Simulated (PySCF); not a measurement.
# A diatomic session: OH, part 2 of 2

PySCF 2.14.0; H def2-TZVPPD, O def2-TZVPPD; no relativity.

## Step 14: UHF (mean field)

Log of the SCF at 0.971 Å:

```text
******** <class 'pyscf.scf.uhf_symm.SymAdaptedUHF'> ********
method = SymAdaptedUHF
initial guess = minao
damping factor = 0
level_shift factor = 0
DIIS = <class 'pyscf.scf.diis.CDIIS'>
diis_start_cycle = 1
diis_space = 10
diis_damp = 0
SCF conv_tol = 1e-09
SCF conv_tol_grad = None
SCF max_cycles = 60
direct_scf = False
max_memory 2800 MB (current use 364 MB)
number electrons alpha = 5  beta = 4
Overwritten attributes  get_k get_j get_occ get_hcore get_jk  of <class 'pyscf.scf.uhf_symm.SymAdaptedUHF'>
<class 'pyscf.scf.uhf_symm.SymAdaptedUHF'> does not have attributes  refdm
Set gradient conv threshold to 3.16228e-05
init E= -75.4204319178324
cycle= 1 E= -75.424434689768  delta_E= -0.004  |g|= 0.0174  |ddm|= 0.0616
cycle= 2 E= -75.4245930934461  delta_E= -0.000158  |g|= 0.00558  |ddm|= 0.0114
cycle= 3 E= -75.4246191715102  delta_E= -2.61e-05  |g|= 0.00251  |ddm|= 0.00496
cycle= 4 E= -75.4246246262251  delta_E= -5.45e-06  |g|= 0.00143  |ddm|= 0.00184
cycle= 5 E= -75.4246279981344  delta_E= -3.37e-06  |g|= 0.000506  |ddm|= 0.00229
cycle= 6 E= -75.4246285145352  delta_E= -5.16e-07  |g|= 0.000138  |ddm|= 0.00108
cycle= 7 E= -75.4246285518475  delta_E= -3.73e-08  |g|= 4.21e-05  |ddm|= 0.000292
cycle= 8 E= -75.4246285548109  delta_E= -2.96e-09  |g|= 1.28e-05  |ddm|= 8.25e-05
cycle= 9 E= -75.42462855506  delta_E= -2.49e-10  |g|= 2.61e-06  |ddm|= 2.11e-05
Extra cycle  E= -75.4246285550668  delta_E= -6.85e-12  |g|= 1.35e-06  |ddm|= 1.9e-06
converged SCF energy = -75.4246285550668  <S^2> = 0.75695394  2S+1 = 2.0069419
```

Re = 0.951 Å, ωe = 4044 cm⁻¹, ωexe = 79.0 cm⁻¹, αe = 0.671 cm⁻¹, Be = 19.67 cm⁻¹, De = 2.97 eV, μ = -1.74 D. 1.7 s of CPU time for 12 points, integrals apart.

## Step 15: MP2 and coupled cluster

Reference: UHF; core orbitals frozen: 1; virtual orbitals above 20 hartree dropped in coupled cluster: 1. MP2 keeps all virtuals, so it differs from the MP2 energy in the coupled-cluster log.

Log of the coupled-cluster run at 0.971 Å:

```text
******** <class 'pyscf.cc.uccsd.UCCSD'> ********
CC2 = 0
CCSD nocc = (np.int64(4), np.int64(3)), nmo = (55, 55)
frozen orbitals [[0, 56], [0, 56]]
max_cycle = 80
direct = 0
conv_tol = 1e-07
conv_tol_normt = 1e-05
diis_space = 8
diis_start_cycle = 0
diis_start_energy_diff = 1e+09
max_memory 2800 MB (current use 397 MB)
Init t2, MP2 energy = -0.19995291471776
Init E_corr(UCCSD) = -0.199952914719072
cycle = 1  E_corr(UCCSD) = -0.208968387125436  dE = -0.00901547241  norm(t1,t2) = 0.0383303
cycle = 2  E_corr(UCCSD) = -0.212533408122477  dE = -0.003565021  norm(t1,t2) = 0.012237
cycle = 3  E_corr(UCCSD) = -0.2134695953534  dE = -0.000936187231  norm(t1,t2) = 0.00643947
cycle = 4  E_corr(UCCSD) = -0.213957542149278  dE = -0.000487946796  norm(t1,t2) = 0.00269542
cycle = 5  E_corr(UCCSD) = -0.213911786260609  dE = 4.57558887e-05  norm(t1,t2) = 0.00110135
cycle = 6  E_corr(UCCSD) = -0.213914454529988  dE = -2.66826938e-06  norm(t1,t2) = 0.000340961
cycle = 7  E_corr(UCCSD) = -0.213925764109948  dE = -1.130958e-05  norm(t1,t2) = 0.000131683
cycle = 8  E_corr(UCCSD) = -0.213926673575007  dE = -9.09465059e-07  norm(t1,t2) = 3.61747e-05
cycle = 9  E_corr(UCCSD) = -0.21392561550672  dE = 1.05806829e-06  norm(t1,t2) = 1.41121e-05
cycle = 10  E_corr(UCCSD) = -0.213925604121065  dE = 1.13856555e-08  norm(t1,t2) = 4.96195e-06
UCCSD converged
E(UCCSD) = -75.63855415918788  E_corr = -0.2139256041210647
UCCSD(T) correction = -0.00538374443181131
```

Correlation energy (eV) along the bond:

```csv
R (Å),MP2,SCS-MP2,CCSD,CCSD(T),T1
0.835,-5.325,-5.308,n/a,n/a,n/a
0.874,-5.360,-5.342,-5.728,-5.864,0.009
0.913,-5.395,-5.378,-5.765,-5.904,0.009
0.942,-5.422,-5.405,-5.793,-5.936,0.010
0.971,-5.449,-5.432,-5.821,-5.968,0.010
1.000,-5.476,-5.460,-5.850,-6.000,0.011
1.039,-5.512,-5.497,-5.890,-6.045,0.011
1.087,-5.555,-5.542,-5.941,-6.102,0.012
1.146,-5.603,-5.592,-6.002,-6.172,0.014
1.224,-5.638,-5.628,n/a,n/a,n/a
```

UHF-MP2: Re = 0.968 Å, ωe = 3807 cm⁻¹, ωexe = 74.2 cm⁻¹, αe = 0.682 cm⁻¹, Be = 18.98 cm⁻¹, De = 4.53 eV.

UHF-SCS-MP2: Re = 0.968 Å, ωe = 3796 cm⁻¹, ωexe = 74.7 cm⁻¹, αe = 0.688 cm⁻¹, Be = 18.96 cm⁻¹, De = 4.57 eV.

UHF-CCSD: Re = 0.969 Å, ωe = 3769 cm⁻¹, ωexe = 84.0 cm⁻¹, αe = 0.718 cm⁻¹, Be = 18.93 cm⁻¹, De = 4.46 eV.

UHF-CCSD(T): Re = 0.972 Å, ωe = 3731 cm⁻¹, ωexe = 85.3 cm⁻¹, αe = 0.727 cm⁻¹, Be = 18.83 cm⁻¹, De = 4.52 eV.

## Step 16: All curves

Energy (eV) from each level's lowest point:

```csv
R (Å),UHF,UHF-MP2,UHF-SCS-MP2,UHF-CCSD,UHF-CCSD(T),PBE,TPSS,r²SCAN,M06-L,TPSSh,PBE0,HSE06,MN15,M06-2X
0.835,0.501,0.615,0.616,n/a,n/a,0.714,0.703,0.645,0.612,0.672,0.636,0.634,0.680,0.637
0.874,0.199,0.280,0.280,0.283,0.295,0.351,0.343,0.302,0.279,0.321,0.294,0.293,0.322,0.295
0.913,0.043,0.088,0.088,0.090,0.097,0.131,0.127,0.102,0.088,0.113,0.096,0.096,0.111,0.097
0.942,0.000,0.018,0.018,0.020,0.023,0.040,0.038,0.025,0.019,0.031,0.022,0.022,0.029,0.023
0.971,0.009,0.000,0.000,0.000,0.000,0.000,0.000,0.000,0.000,0.000,0.000,0.000,0.000,0.000
1.000,0.060,0.024,0.023,0.022,0.018,0.002,0.004,0.016,0.022,0.011,0.020,0.020,0.014,0.020
1.039,0.181,0.109,0.107,0.103,0.094,0.058,0.061,0.090,0.103,0.077,0.099,0.099,0.088,0.099
1.087,0.394,0.279,0.276,0.266,0.251,0.191,0.197,0.244,0.265,0.224,0.261,0.261,0.247,0.263
1.146,0.715,0.552,0.547,0.525,0.502,0.417,0.425,0.495,0.522,0.466,0.522,0.521,0.506,0.528
1.224,1.202,1.004,0.998,n/a,n/a,0.787,0.797,0.896,0.928,0.857,0.938,0.935,0.924,0.952
```

The whole job (state search and all levels along the bond) took 1.2 min on 1 thread of AMD EPYC 9R45 96-Core (shared host), peak memory 0.95 GiB.

## Step 17: What came out

This closing draws on all 2 parts.

Lowest PBE0 solution found, without spin–orbit coupling: ²Π (doublet), unpaired electrons π ↑. The other levels ran on it alone.

```csv
level,Re (Å),ωe (cm⁻¹),De (eV),μ (D)
UHF,0.951,4044,2.97,-1.74
UHF-MP2,0.968,3807,4.53,n/a
UHF-SCS-MP2,0.968,3796,4.57,n/a
UHF-CCSD,0.969,3769,4.46,n/a
UHF-CCSD(T),0.972,3731,4.52,n/a
PBE,0.984,3605,4.77,-1.60
TPSS,0.982,3611,4.63,-1.61
r²SCAN,0.973,3717,4.71,-1.64
M06-L,0.969,3751,4.51,-1.61
TPSSh,0.977,3677,4.58,-1.63
PBE0,0.971,3770,4.58,-1.65
HSE06,0.971,3766,4.57,-1.65
MN15,0.975,3778,4.66,-1.69
M06-2X,0.971,3778,4.63,-1.68
```

De is counted to H + O in their ground configurations. A positive dipole means H(−)O(+).

Differences from CCSD(T) in the same basis:

| level | Re (mÅ) | ωe (%) |
| --- | --- | --- |
| UHF | -21 | +8.4 |
| UHF-MP2 | -4 | +2.1 |
| UHF-SCS-MP2 | -3 | +1.8 |
| UHF-CCSD | -2 | +1.0 |
| PBE | +12 | -3.4 |
| TPSS | +11 | -3.2 |
| r²SCAN | +2 | -0.4 |
| M06-L | -3 | +0.5 |
| TPSSh | +6 | -1.4 |
| PBE0 | -1 | +1.0 |
| HSE06 | -1 | +0.9 |
| MN15 | +3 | +1.3 |
| M06-2X | -1 | +1.3 |

Time per point (s) on 1 thread of AMD EPYC 9R45, shared host (CPU time, shared integrals of 0.038 s apart; correlated levels include their reference; CCSD comes with the CCSD(T) run); the times are rough: UHF 0.14, UHF-MP2 0.22, UHF-SCS-MP2 0.22, PBE 0.26, TPSS 0.41, r²SCAN 0.38, M06-L 0.38, TPSSh 0.48, PBE0 0.47, HSE06 0.51, MN15 0.46, M06-2X 0.47; the reference 2.3.

The cheapest levels within 10 mÅ and 2.5 % of CCSD(T): r²SCAN (0.38 s), M06-L (0.38 s), UHF-SCS-MP2 (0.22 s), UHF-MP2 (0.22 s). The dearest run takes 2.3 s.

Against CCSD(T) in the same basis, the bond length is nearest at PBE0 and HSE06 and M06-2X (-1 mÅ) and farthest at UHF (-21 mÅ); the wavenumber is nearest at r²SCAN (-0.4 %) and farthest at UHF (+8.4 %). Hartree–Fock falls on the short and stiff side, its usual fault. PBE gives a bond that is too long and too soft, as GGAs tend to. Of the levels with a De here, UHF gives the least (2.97 eV) and PBE the most (4.77 eV).

Correlated steps freeze 1 core orbital.
